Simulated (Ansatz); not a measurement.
# CH₄ (singlet): the correlation ladder, 6-31G

Aim: climb from Hartree-Fock through coupled cluster and multireference methods for CH₄ (singlet) at one geometry and basis, and see what each rung misses.

Computed with Ansatz 0.2.0, Gaussian basis. Level: 6-31G, core rule «outside noble gas», up to 1 orbitals frozen.

Plan: UHF; CCSD(T) on RHF; BCCD(T) on RHF; CISD; CCSDT(Q) on RHF; CISDTQ; CCSDTQ on RHF; CASSCF and MRCISD+Q, 8 electrons in 8 orbitals; CASSCF and MRCISD+Q(relaxed), 8 electrons in 8 orbitals; CASSCF and NEVPT2, 8 electrons in 8 orbitals; Full CI; Full CI, several states.

14 further runs of the same task are left out: 3 that didn't finish, 11 set aside as unsound or not needed. Runs told in other sessions of the task aren't counted.

**1. What is computed**

The geometry is a PBE0/def2-TZVP stationary point (not a proven minimum).

5 atoms, charge 0, spin multiplicity 1.

Atoms are counted from 1 here; the program's logs count them from 0.

Bond lengths: C1–H2 1.090 Å, C1–H3 1.090 Å, C1–H4 1.090 Å, C1–H5 1.090 Å. Angles: H2–C1–H3 109.5°, H2–C1–H4 109.5°, H2–C1–H5 109.5°, H3–C1–H4 109.5°, H3–C1–H5 109.5°, H4–C1–H5 109.5°.

**2. UHF**

Input file in.yaml:

```yaml
crystal:
  periodic: [false, false, false]
  atoms:
    - {symbol: C, position_ang: [0.000000, 0.000000, 0.000000]}
    - {symbol: H, position_ang: [0.628037, 0.630011, 0.629222]}
    - {symbol: H, position_ang: [-0.631581, -0.626732, 0.628949]}
    - {symbol: H, position_ang: [-0.626594, 0.628165, -0.632497]}
    - {symbol: H, position_ang: [0.630138, -0.631444, -0.625675]}
basis:
  gaussian: {orbitals: 6-31G}
magnetization: {spin_polarized: true, initial_magnetization: 0}
hamiltonian: {xc: hf}
output: {orbitals: {seedname: orbitals}}
```

Run with:

```console
ansatz run in.yaml --threads 1 --pin off --events-out ev --progress --plain --max-ram 2393MiB
```

Further steps of the session: CCSD(T) on RHF; BCCD(T) on RHF; CISD; CCSDT(Q) on RHF; CISDTQ; CCSDTQ on RHF; CASSCF and MRCISD+Q, 8 electrons in 8 orbitals; CASSCF and MRCISD+Q(relaxed), 8 electrons in 8 orbitals; CASSCF and NEVPT2, 8 electrons in 8 orbitals; Full CI; Full CI, several states.

Before running them: what should the planned runs give, taken together? Wanted: FCI from the RHF energy; RMP2 from FCI; RCCSD from FCI; RCCSD(T) from FCI; RCCSDT(Q) from FCI; NEVPT2 valence from FCI; MRCISD+Q valence from FCI; MRCISD+Q(relaxed) valence from FCI; T1 diagnostic.

As calculated:

```
                          quantity                                                                                                               value
           FCI from the RHF energy                                                                                                          -3.2562 eV
                     RMP2 from FCI                                                                                                        +55.2 kJ/mol
                    RCCSD from FCI                                                                                                         +5.0 kJ/mol
                 RCCSD(T) from FCI                                                                                                         +0.8 kJ/mol
                RCCSDT(Q) from FCI                                                                                                          0.0 kJ/mol
           NEVPT2 valence from FCI                                                                                                        +22.9 kJ/mol
         MRCISD+Q valence from FCI                                                                                                         -0.1 kJ/mol
MRCISD+Q(relaxed) valence from FCI                                                                                                         -0.4 kJ/mol
 levels within 1 kcal/mol (43 meV)  RCCSD(T), BCCD(T), RCCSDT, CISDTQ, RCCSDT(Q), RCCSDTQ, MRCISD valence, MRCISD+Q valence, MRCISD+Q(relaxed) valence
                     T1 diagnostic                                                                                                               0.004
    effectively unpaired electrons                                                                                                                0.02
```

In words: RCCSD(T) misses by +0.8 kJ/mol, 0.3 % of the correlation energy. MRCISD+Q(relaxed) valence falls below full CI: the +Q correction isn't variational, and the cores differ from full CI's. One determinant dominates. Of the multireference levels listed MRCISD+Q valence comes nearest in total energy (-0.1 kJ/mol), which doesn't show that its space is the better one. The next state among those solved, a triplet, lies 11.87 eV up. These misses are within one basis, not against nature.
